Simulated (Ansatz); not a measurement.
`N[SiH]O` radical. The species carries charge 0 and has multiplicity 2.

Cartesian coordinates in Å:
```
N -1.050 0.083 -0.142
Si 0.483 -0.700 -0.081
O 1.455 0.081 0.999
H -1.650 0.098 0.669
H -1.594 0.018 -0.989
H 0.996 -0.616 -1.488
H 1.360 1.037 1.033
```

Problem. What are the harmonic wavenumbers in cm⁻¹ at PBE0-D4/def2-TZVP (Ansatz, finite differences of forces, unscaled)? (An estimate is asked.)

Solution. Computed: 197, 229, 368, 459, 653, 723, 792, 854, 882, 928, 1577, 2122, 3588, 3683, 3861.

Problem. Is this a minimum?

Solution. Yes, all 15 modes are real.

Problem. Give the ideal-gas thermochemistry at 298.15 K and 1 bar (rigid rotor, harmonic oscillator; point group C1, symmetry number 1).

Solution. Zero-point energy 125.1 kJ/mol; H(298) − E = 140.7 kJ/mol; entropy 293.5 J/(mol·K), of which translation 160.4, rotation 97.2, vibration 30.2, electronic 5.8; G(298) − E = 53.2 kJ/mol.

Problem. And at 400, 500, 600, 800 and 1000 K?

Solution. 
```tsv
T (K)	H − E (kJ/mol)	S (J/mol/K)	G − E (kJ/mol)
400	149.3	318.1	22.1
500	158.8	339.2	-10.8
600	169.1	358.0	-45.7
800	191.4	390.0	-120.6
1000	215.4	416.7	-201.3
```
